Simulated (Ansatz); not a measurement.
# What a trial cell of Pb relaxes into

The calculation used DFT PBEsol, scalar-relativistic, plane waves, PAW in Ansatz 0.2.0. Cutoff 420 eV, Γ-centred k mesh, Gaussian smearing, no spin polarisation in the final step.

The start puts Pb on the trigonal selenium structure type (P3_121, No. 152), at a guessed volume.

```xyz
3
Lattice="4.5902 0.0000 0.0000 -2.2951 3.9753 0.0000 0.0000 0.0000 5.2078" Properties=species:S:1:pos:R:3 pbc="T T T"
Pb    1.0346    0.0000    1.7359
Pb   -0.5173    0.8960    3.4719
Pb    1.7778    3.0792    0.0000
```

Steps on the 6×6×4 mesh (3 atoms). 7 of 7 steps are shown, and the free energy counts from the last. Trial steps that were taken back and renewals of the plane-wave basis can be among the rows.

| step | ΔF (meV/atom) | V (Å³/atom) | P (GPa) | largest force component (eV/Å) |
| --- | --- | --- | --- | --- |
| 1 | 1166.9 | 31.68 | 18.98 | 6.707 |
| 2 | 260.2 | 33.05 | 3.95 | 2.149 |
| 3 | 67.9 | 32.21 | 1.45 | 0.884 |
| 4 | 3.9 | 31.77 | 0.45 | 0.111 |
| 5 | 1.6 | 32.12 | -0.22 | 0.013 |
| 6 | 0.1 | 32.00 | 0.00 | 0.002 |
| 7 | 0.0 | 32.00 | -0.01 | 0.002 |

Steps on the 18×18×18 mesh (1 atom). 5 of 8 steps are shown, and the free energy counts from the last.

```tsv
step	ΔF (meV/atom)	V (Å³/atom)	P (GPa)
1	3.8	32.00	-0.04
3	2.3	31.89	0.23
4	0.7	31.82	0.48
5	0.2	32.06	0.18
8	0.0	32.18	0.00
```

A final relaxation ran on a 18×18×18 mesh. The relaxed crystal, R-3m (No. 166):

```
Pb
1.0
     2.31571    1.33698    1.73246
    -2.31571    1.33698    1.73246
     0.00000   -2.67395    1.73246
Pb
1
Cartesian
  0.0000 0.0000 2.5987
```

```yaml
Volume_per_atom: 32.18 Å³
Density: 10.69 g/cm³
Energy_over_the_standard_structure: 0.19 eV/atom
Gap_on_the_18×18×18_mesh: 0 eV (a metal)
```

Energies count from the standard state of Pb at the same level.

The final run used a 18×18×18 mesh on its 1-atom cell and 0.10 eV smearing. The k mesh leaves about 4 meV/atom of noise in metals. Spin–orbit coupling is left out.

Symmetry constrained the relaxation, so the result can be a saddle point.